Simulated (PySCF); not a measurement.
AlH4 (charge -1).
Geometry (PBE0-D3(BJ)/def2-TZVP, Å), atoms numbered from 1 in this order:
```xyz
5
AlH4 angstrom
Al     0.0055    0.0016   -0.0166
H      0.5888    1.2090   -0.9721
H     -1.0712    0.6261    1.0613
H      1.2501   -0.7037    0.7986
H     -0.7449   -1.1245   -0.9544
```

The closed-shell ground state was solved at several levels (PySCF, density fitting, gas phase, non-relativistic). Isolated species at its PBE0-D3(BJ)/def2-TZVP geometry, gas phase. No diffuse functions stand in pcSseg-2, which bears on an anion's orbital energies.

| level | basis functions | total energy (Eh) | HOMO (eV) | LUMO (eV) | gap (eV) |
| --- | --- | --- | --- | --- | --- |
| KT3/pcSseg-2 | 99 | -246.9294 | -1.14 | 4.87 | 6.01 |
| wB97X-D/pcSseg-2 | 99 | -244.8570 | -4.28 | 6.74 | 11.02 |
| B97-2/pcSseg-2 | 99 | -244.8634 | -2.10 | 5.45 | 7.55 |

(1) Estimate the row for PBE0/pcSseg-2, a basis of 99 functions; the other rows only guide the guess.

(2) Over all these levels, which gives the widest orbital gap and which the narrowest?

(3) In the pcSseg-2 basis, how does the gap go with the fixed share of exact exchange?

Results:

(1) Total energy -244.7323 Eh, HOMO -2.33 eV, LUMO 5.42 eV, gap 7.75 eV.

(2) wB97X-D/pcSseg-2 (range-separated hybrid) has the widest, 11.02 eV, and KT3/pcSseg-2 (GGA) the narrowest, 6.01 eV. From the narrowest to the widest the HOMO moves by -3.14 eV and the LUMO by +1.87 eV.

(3) KT3 (0 %) 6.01 eV; B97-2 (21 %) 7.55 eV; PBE0 (25 %) 7.75 eV. Each rise in the share widens the gap here.

Note: wB97X-D ran without an empirical dispersion term, which enters the total energy and its gradient alone.
